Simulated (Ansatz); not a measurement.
```yaml
crystal:
  periodic: [false, false, false]
  atoms:
    - {symbol: Cr, position_ang: [-0.407760, -0.000155, -0.000898]}
    - {symbol: C, position_ang: [1.421854, 0.000541, 0.003132]}
    - {symbol: H, position_ang: [2.045653, 0.902109, 0.001910]}
    - {symbol: H, position_ang: [2.046327, -0.900552, 0.007105]}
basis:
  gaussian: {orbitals: def2-TZVP}
magnetization: {spin_polarized: true, initial_magnetization: 2}
hamiltonian: {xc: pbe0}
relax: {f_tol: 0.004, max_steps: 80}
```

```sh
$ ansatz run in.yaml --threads 1 --pin off --events-out ev --progress --plain --max-ram 2176MiB
```

Steps of the relaxation (energy above the last step; positions in Å, forces in eV/Å):

```
4
step 1, 23.1 meV
Cr   -0.408    0.000   -0.001   -0.784    0.000   -0.002
C     1.422    0.001    0.003    1.013    0.000    0.002
H     2.046    0.902    0.002   -0.115    0.053    0.000
H     2.046   -0.901    0.007   -0.115   -0.053    0.000
```

```
4
step 2, 8.4 meV
Cr   -0.418    0.000   -0.001   -0.474    0.000   -0.001
C     1.432    0.001    0.003    0.600    0.000    0.001
H     2.046    0.908    0.002   -0.063    0.004    0.000
H     2.046   -0.907    0.007   -0.063   -0.004    0.000
```

```
4
step 3, 0.1 meV
Cr   -0.436    0.000   -0.001   -0.035    0.000    0.000
C     1.445    0.001    0.003    0.022    0.000    0.000
H     2.048    0.913    0.002    0.006   -0.005    0.000
H     2.049   -0.911    0.007    0.006    0.005    0.000
```

```
4
step 5, 0.0 meV
Cr   -0.439    0.000   -0.001    0.000    0.000    0.000
C     1.445    0.001    0.003   -0.001    0.000    0.000
H     2.050    0.912    0.002    0.000    0.000    0.000
H     2.050   -0.911    0.007    0.000    0.000    0.000
```

Close pairs at the end: C2–H4 1.094 Å, C2–H3 1.094 Å, Cr1–C2 1.883 Å.

A stationary point of unrestricted PBE0 after 5 steps, with ⟨S²⟩ = 3.707 against 2.00 for a pure state; no frequencies were run, so it isn't proven a minimum. 94 s on 1 thread of Arm Neoverse V2, shared host.
